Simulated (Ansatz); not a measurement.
System: bcc Cs. Method: PBEsol (PAW; Ansatz, an electronic-structure program).

A relaxed, unreconstructed slab of the (211) face has 6 atoms, two equal faces of 44.145 Å² each and an energy of -33514.3139 eV. A bulk cell of 6 atoms with the same orientation and in-plane k mesh has -33514.7690 eV. Energies are extrapolated to zero smearing.

Numerical settings: plane-wave cutoff 500 eV, 8×12×1 k mesh (along the axes of the cell as run), Fermi–Dirac smearing 0.1 eV, scalar-relativistic PAW data made under PBE.

Worked out: γ = (E_slab − N E_bulk per atom)/2A = [-33514.3139 − 6 × (-33514.7690/6)]/(2 × 44.145) = 0.0052 eV/Å². With 16.022 J/m² per eV/Å² this is 0.08 J/m², or 0.23 eV per surface cell and face.

Note: the run warned of electron density left in the vacuum.
